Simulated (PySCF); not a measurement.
A spin–spin coupling run with PySCF 2.14.0 with density-fitted response routines (density fitting, non-relativistic, gas phase) on 3-butyn-1-ol, C4H6O:

```
{"job": {"kind": "j", "xc": "B3LYP", "basis": "pcJ-1"}, "charge": 0, "multiplicity": 1}
C      2.546730     0.401433     0.198813
C      1.471746    -0.116232     0.109364
C      0.159164    -0.716175     0.005681
C     -0.954605     0.338803     0.047127
O     -2.040816    -0.147797    -0.712704
H      3.496994     0.839428     0.269837
H      0.020518    -1.452907     0.799327
H      0.080386    -1.232711    -0.955528
H     -0.580340     1.278401    -0.386553
H     -1.258218     0.537780     1.084297
H     -2.752340     0.499681    -0.702126
```

Hardware: 1 thread of an x86-64 server CPU, shared host. The job also computes field gradients.

Question: How large is the calculation?

Answer: 38 electrons, 195 basis functions and 694 auxiliary functions.

Question: How long does it take?

Answer: 14 s of wall time, with 14 SCF cycles. Times on a shared host scatter by some tens of per cent.

Question: And these other runs on the same molecule and hardware: GIAO shielding at PBE0/pcSseg-1?

Answer: PBE0/pcSseg-1: 115 functions, 5.8 s.
